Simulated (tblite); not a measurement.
Compound: C4H5S (doublet state).
Numbering: `[CH2:1]=[CH:2][CH2:3][C:4]=[S:5]` (hydrogens: H6, H7 on C1; H8 on C2; H9, H10 on C3)

A start from a force field or distance geometry was refined with GFN2-xTB geometry optimisation, gas phase in tblite. Values at the start:

```json
{"coordinate": "C1=C2", "start": "1.334 Å"}
{"coordinate": "C1–H6", "start": "1.090 Å"}
{"coordinate": "C1–H7", "start": "1.065 Å"}
{"coordinate": "C2–C3", "start": "1.494 Å"}
{"coordinate": "C2–H8", "start": "1.098 Å"}
{"coordinate": "C3–C4", "start": "1.472 Å"}
{"coordinate": "C3–H9", "start": "1.113 Å"}
{"coordinate": "C4=S5", "start": "1.420 Å"}
{"coordinate": "C1–C2–C3", "start": "122.7°"}
{"coordinate": "C2–C3–C4", "start": "112.6°"}
{"coordinate": "C3–C4–S5", "start": "125.1°"}
{"coordinate": "C1–C2–C3–C4", "start": "-119°"}
{"coordinate": "C2–C3–C4–S5", "start": "26°"}
```

Question: How do these coordinates change at the GFN2-xTB level?

Answer: 
| coordinate | GFN2-xTB (Å or °) | change |
| --- | --- | --- |
| C4=S5 | 1.573 | +0.153 |
| C3–H9 | 1.095 | -0.018 |
| C2–H8 | 1.082 | -0.016 |
| C1=C2 | 1.320 | -0.014 |
| C1–H6 | 1.078 | -0.012 |
| C1–H7 | 1.076 | +0.011 |
| C3–C4 | 1.462 | -0.010 |
| C2–C3 | 1.501 | +0.007 |
| C3–C4–S5 | 137.2 | +12.1 |
| C1–C2–C3 | 123.7 | +1.0 |
| C2–C3–C4 | 113.1 | +0.5 |
| C2–C3–C4–S5 | -14 | -40 |
| C1–C2–C3–C4 | -114 | +5 |

The energy falls by 105.6 kJ/mol over 72 L-BFGS steps, the largest force on an atom goes from 13.05 to 0.009 eV/Å, and the atoms move by 0.191 Å rms after alignment. The bond that changes most is C4=S5 (ends: carbon bonded to C and S; sulfur bonded to C), which lengthens by 0.153 Å. Bonds longer at the end by more than 0.005 Å: 3 of 9; shorter: 6. Among the dihedrals that turn most is H9–C3–C4–S5, from -96° to -138°. Rotational constants go from 9554, 2618, 2221 to 10306, 2168, 1909 MHz.

On one thread, Arm Neoverse N1 (aarch64), shared host with 64 logical CPUs at a one-minute load of 18, this took 0.41 s of wall time.

Its GFN2-xTB frequencies are all real (lowest 51 cm⁻¹).

One conformer stands for the species.

These are computed values.
